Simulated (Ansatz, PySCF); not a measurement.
Gas-phase reaction in SMILES: [C-]#[NH+] (CHN) [methanidylidyneazanium] + 3 [H][H] (H2) → C (CH4) + N (NH3)

Quantity: energy of full hydrogenation (electronic), in kcal/mol. Conventions: dispersion terms only where a functional's name holds one; 6-311+G** with 5d; frozen cores in correlated levels; non-relativistic; spin-orbit terms left out; 6-31G* and kin with 6d, 5d where marked. CBS(X,Y): correlation extrapolated as X^-3; Hartree-Fock from the larger set. Ab initio and DFT rows: single points at B3LYP-D3(BJ) geometries (Ansatz, a first-principles code).

Coupled cluster (Ansatz) is a level with limits of its own, used here on species with T1 under 0.025 (0.045 for open shells) and stable references: CCSD(T)/CBS(def2-TZVPPD,def2-QZVPPD).

Value to compare with, CCSD(T)/CBS(def2-TZVPPD,def2-QZVPPD) (Ansatz): -92.2 kcal/mol.

| level | program | energy of full hydrogenation (electronic) (kcal/mol) | difference |
|---|---|---|---|
| PBE/STO-3G | Ansatz | -105.9 | -13.7 |
| PBE/6-31G* | Ansatz | -94.2 | -2.0 |
| B3LYP/6-31+G* | Ansatz | -91.7 | 0.5 |
| M06-2X/6-31G* (5d) | PySCF | -91.1 | 1.1 |
| M06-2X/6-311+G** | PySCF | -90.2 | 2.0 |
| MP2/6-311+G** | Ansatz | -88.6 | 3.6 |
| PBE/def2-TZVPD | Ansatz | -95.7 | -3.5 |
| PBE0/def2-TZVPD | Ansatz | -101.0 | -8.8 |
| M06-2X/def2-TZVPD | PySCF | -89.3 | 2.9 |

Among the 6 habitual levels, PBE/STO-3G lies farthest from CCSD(T)/CBS(def2-TZVPPD,def2-QZVPPD) (Ansatz) (-13.7 kcal/mol) and B3LYP/6-31+G* nearest (0.5); 4 of 6 lie above it, and their mean absolute difference is 3.8 kcal/mol, the median 2.0. One case shows no general order.

The levels are drawn from those run, B3LYP/6-31G* more often than the rest, none by its result; runs whose electronic state is in doubt are left out.
